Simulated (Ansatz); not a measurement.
This geometry of H2S + H5NSi (10 atoms, charge 0, multiplicity 1) is a first-order saddle point.

Level of theory: RKS LDA/6-31G* (Ansatz 0.2.0).

```xyz
10
Properties=species:S:1:pos:R:3
Si 0.065 -0.030 0.087
N 0.128 -0.180 1.949
H -0.800 -0.354 2.370
H 0.553 0.637 2.418
H 1.402 0.271 -0.494
H -0.677 1.300 0.055
H -0.874 -0.989 -0.559
S 1.476 -2.380 0.783
H 0.413 -3.222 0.937
H 0.786 -1.148 1.948
```

(1) Which two structures does it join? (They come from a converged band through this point; their orientation in space is the band's.)

(2) How far does it lie above each of them?

Results:

(1) Bonds broken: Si1–N2, S8–H10. Bonds formed: Si1–S8, N2–H10. H2S + H5NSi becomes H3N + H4SSi.

First end point:

```xyz
10
Properties=species:S:1:pos:R:3
Si -0.141 0.345 0.101
N 0.060 -0.070 1.792
H -0.790 -0.279 2.325
H 0.667 0.544 2.347
H 1.233 0.505 -0.471
H -0.926 1.604 -0.163
H -0.861 -0.802 -0.539
S 1.675 -2.858 1.474
H 0.564 -3.442 0.941
H 0.990 -1.642 1.688
```

Last end point:

```xyz
10
Properties=species:S:1:pos:R:3
Si 0.315 -0.215 -0.868
N 0.101 -0.893 2.826
H -0.355 -1.623 3.385
H -0.564 -0.120 2.701
H 0.921 -0.084 -2.234
H 0.642 1.035 -0.086
H -1.184 -0.215 -1.037
S 1.080 -1.946 0.075
H 0.609 -1.497 1.379
H 0.907 -0.537 3.353
```

(2) 0.43 eV above the first and 0.82 eV above the second. This is the barrier of this one path; another mechanism may lie lower. The orbitals stay closed-shell, which can raise the energy where a bond breaks towards radicals; this wasn't checked here.

The run took 4.2 min on 1 thread of Arm Neoverse V2 (shared host), peak memory 0.1 GiB.
